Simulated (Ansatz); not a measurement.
# SiC2+ (doublet): the correlation ladder, def2-QZVPP

The task here is to estimate one member of a computed series from the others.

Computed with Ansatz 0.2.0, Gaussian basis. Level: def2-QZVPP, core rule «outside noble gas», up to 7 orbitals frozen.

To be run: UHF; ROHF; CCSD(T) on UHF.

2 further runs of the same task are left out: 2 set aside as unsound or not needed.

**What is computed**

The geometry is a PBE0/def2-TZVP stationary point (not a proven minimum) of the parent state, kept for this charge and spin.

3 atoms, charge 1, spin multiplicity 2.

Atoms are counted from 1 here; the program's logs count them from 0.

Bond lengths: C1–Si2 1.836 Å, C1–C3 1.263 Å, Si2–C3 1.836 Å. Angles: Si2–C1–C3 69.9°, C1–Si2–C3 40.2°, C1–C3–Si2 69.9°.

Geometry (Å):

```csv
atom,x (Å),y (Å),z (Å)
C1,0.00000,0.63135,0.92921
Si2,0.00000,0.00000,-0.79475
C3,0.00000,-0.63135,0.92921
```

The first run:

The input, in.yaml:

```yaml
crystal:
  periodic: [false, false, false]
  atoms:
    - {symbol: C, position_ang: [0.000000, 0.631350, 0.929211]}
    - {symbol: Si, position_ang: [0.000000, 0.000000, -0.794750]}
    - {symbol: C, position_ang: [0.000000, -0.631350, 0.929211]}
basis:
  gaussian: {orbitals: "def2-QZVPP.json"}
total_charge: 1
magnetization: {spin_polarized: true, initial_magnetization: 1}
hamiltonian: {xc: hf}
output: {orbitals: {seedname: orbitals}}
```

Run with:

```
> ansatz run in.yaml --threads 1 --pin off --events-out ev --progress --plain --max-ram 2393MiB
```

Steps of the session up to this table: UHF; ROHF; CCSD(T) on UHF.

One of the session's tables, all rows but one given; the rest of the session is left out.

| method | from UCCSD(T) (meV) |
| --- | --- |
| ROHF | +11455.4 |
| UHF | ? |
| UMP2 | +1475.0 |
| UCCSD | +737.3 |
| UCCSD(T) | 0 |

Estimate the missing values for UHF.

As computed: from UCCSD(T) (meV): +10894.8. In the column «from UCCSD(T) (meV)» it lies between UMP2 (+1475.0) and ROHF (+11455.4).
